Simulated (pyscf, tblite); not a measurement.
`[F][GeH3]` + `[H]` [doublet] -> `[GeH3]` [doublet] + `[FH]`: energy along the mass-weighted descent from the GFN2-xTB with spin polarisation saddle (tblite), relative to the relaxed reactant side, a complex of the molecules.

```
s (amu^1/2 bohr) | E (kcal/mol)
    -5.60 |  0.0
    -5.04 | # 0.9
    -4.08 | ### 5.4
    -3.00 | ######## 13.6
    -2.04 | ############## 22.7
   -0.960 | ###################### 36.4
    0.000 | ############################## 49.3
     1.08 | ################ 25.9
     2.04 | ############## 23.8
     2.46 | ############# 22.2
     2.85 | ############# 21.2
     3.10 | ############# 20.6
     3.42 | ############ 19.9
     3.62 | ############ 19.4
     3.88 | ############ 19.0
     4.10 | ########### 18.8
     4.28 | ########### 18.4
     4.46 | ########### 18.2
     4.61 | ########### 18.0
     4.75 | ########### 17.9
     4.89 | ########### 17.7
```

Q: The GFN2-xTB with spin polarisation barrier from the reactant side is 206.2 kJ/mol. What does ωB97X-D3(BJ) (PySCF) give from its own reactant-side minimum, in def2-SVP and in def2-TZVP?

A: 121.4 kJ/mol in the double-zeta basis after reoptimising the saddle, and 118.0 kJ/mol in the triple-zeta single point, so the tight-binding barrier lies 88.2 kJ/mol over the latter. The imaginary mode goes from 1665i to 1923i cm⁻¹.
